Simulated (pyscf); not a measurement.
# Routes from F–GeH(F)–F + hydrogen (H₂)

Candidate steps break at most two bonds and form at most two. Each was searched with GFN2-xTB (tblite) first. Single points on ωB97X-D3(BJ)/def2-SVP structures (PySCF, gas phase). Energies: ωB97M-D3(BJ)/def2-TZVP, kJ/mol, from the separated reactants, singlet surface; ΔG‡ with ideal gas, 1 atm, RRHO with modes under 100 cm⁻¹ raised to 100, one conformer, R ln 2 for chiral ones without a mode under 150 cm⁻¹.

| products | type | ΔE‡ | ΔE | ΔG‡ 298 K | ΔG‡ 900 K | ν‡ (cm⁻¹) |
|---|---|---|---|---|---|---|
| F–GeH₂–F + HF | four-centre exchange | 191.5 | +52.0 | 227.8 | 297.1 | 1170i |
| HF + F–Ge:–F [singlet] + H₂ | multi-bond step | 264.6 | +90.5 | 296.8 | 365.2 | 1737i |

Row 1: On the product side the descent ends in a complex, 27.1 kJ/mol under the separated species and 165.0 kJ/mol under the saddle at ωB97X-D3(BJ)/def2-TZVP. Row 2: On the product side the descent ends in a bound adduct (not fully relaxed), 35.1 kJ/mol under the separated species and 197.9 kJ/mol under the saddle at ωB97X-D3(BJ)/def2-TZVP. 

Plain bond fissions and candidates not yet searched are not listed, and one of them may be faster. Each barrier is that of the saddle found; lower ones may exist. Elements up to Kr have no core potential and no relativistic terms here.
